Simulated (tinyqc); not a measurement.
Worked calculation: Hueckel theory of the pi electrons with the omega technique, for the molecule C=C[CH2-] (SMILES; centres numbered as the heavy atoms are written). One step of it, computed by the program tinyqc.

Question. Orbitals, round 2. Diagonalise; E = alpha + x beta with beta < 0, so the largest x are filled first; degenerate levels share their electrons. P = sum n_i c_ri c_si; each orbital has its largest coefficient positive (the first on a tie).

matrix after round 1, lower triangle:
```
,1C,2C,3C
1C,-0.300000
2C,1.000000,0.000000
3C,0.000000,1.000000,-0.300000
```

pi electrons, sum of z_r less the charge = 4

Give: x values; occupations; coefficients; charge and bond-order matrix P.

Answer.

x values: 1.2721  -0.3000  -1.5721

occupations: 2.0000  2.0000  0.0000

coefficients:
```
,MO1,MO2,MO3
1C,0.4729,0.7071,-0.5257
2C,0.7435,0.0000,0.6688
3C,0.4729,-0.7071,-0.5257
```

charge and bond-order matrix P, lower triangle:
```
,1C,2C,3C
1C,1.4473
2C,0.7032,1.1055
3C,-0.5527,0.7032,1.4473
```
